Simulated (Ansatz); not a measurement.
# fcc Cu

Calculation: r²SCAN in Ansatz (PAW).

Run with plane-wave cutoff 500 eV, 3×3×3 k mesh, Fermi–Dirac smearing 0.1 eV, cell of 256 sites, scalar-relativistic PAW data made under PBE.

Cell: relaxed at this level.

| Property | Value |
|---|---|
| vacancy formation energy | 1.18 eV |
| vacancy formation energy before relaxation | 1.21 eV |

Measured, for comparison: vacancy formation energy 1.35 ± 0.07 eV (midpoint of the printed range, monovacancy, our sources range from 1.05 to 1.35; as tabulated in Mehl and Papaconstantopoulos (1996), arXiv:mtrl-th/9602003). Computed (rounded) less measured: vacancy formation energy not scored (sources differ).

Note: energies are extrapolated to zero smearing, and mesh and cell size move such values by some hundredths of an eV or more.

Static lattice: no zero-point or thermal effects.

Ansatz is an electronic-structure program.
